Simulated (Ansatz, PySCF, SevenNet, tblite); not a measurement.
**How well does each level of theory give the equilibrium lattice constant a of zinc-blende BP?**

Reference value: 4.525 Å (measured, static lattice: zero-point anharmonic expansion removed; as tabulated in Mejia-Rodriguez and Trickey (2018), arXiv:1807.09216).

Problem. What do IPEA1-xTB, SevenNet-l3i5, LDA, PBE, rVV10, r²SCAN+rVV10, PBE0, Hartree–Fock, MP2 give, and how far is each from the reference?

Solution. 
| level (code) | value (Å) | error (%) |
|---|---|---|
| IPEA1-xTB (tblite) | 4.524 | -0.02 |
| SevenNet-l3i5 (SevenNet) | 4.545 | +0.44 |
| LDA (Ansatz) | 4.490 | -0.77 |
| PBE (Ansatz) | 4.548 | +0.51 |
| rVV10 (Ansatz) | 4.565 | +0.88 |
| r²SCAN+rVV10 (Ansatz) | 4.531 | +0.13 |
| PBE0 (Ansatz) | 4.523 | -0.04 |
| Hartree–Fock (PySCF) | 4.577 ± 0.02 | +1.15 |
| MP2 (PySCF) | 4.490 ± 0.02 | -0.77 |

Leaving aside IPEA1-xTB, which can be fitted to such values or carry a doubt: Nearest, and too close to rank with a margin of 0.10 % (twice that across the reference) picked here for doubts on the reference and the settings: PBE0 (-0.04 %), r²SCAN+rVV10 (+0.13 %). Hartree–Fock (+1.15 %) lies farthest from it. Within 2 %: SevenNet-l3i5, LDA, PBE, rVV10, r²SCAN+rVV10, PBE0, Hartree–Fock, MP2. The least costly first-principles kind among them: DFT without exact exchange (LDA, PBE, rVV10, r²SCAN+rVV10).

A ± on a computed value is a rough bar: the spread of its extrapolation, a floor set from checks against published values, or a statistical error. IPEA1-xTB: this parameter set was refitted to ionisation energies, not structures. IPEA1-xTB: the run uses a supercell at the zone centre in place of a k mesh. Cutoffs and k meshes differ between the levels. Ansatz's density-functional and Hartree–Fock values are scalar-relativistic unless marked +SOC, with PAW data made under PBE.

Machine-learned potentials (SevenNet-l3i5) are trained on DFT data, which may include these solids.

Differences are worked out from the printed values.

Ansatz is a quantum-chemistry and plane-wave program.
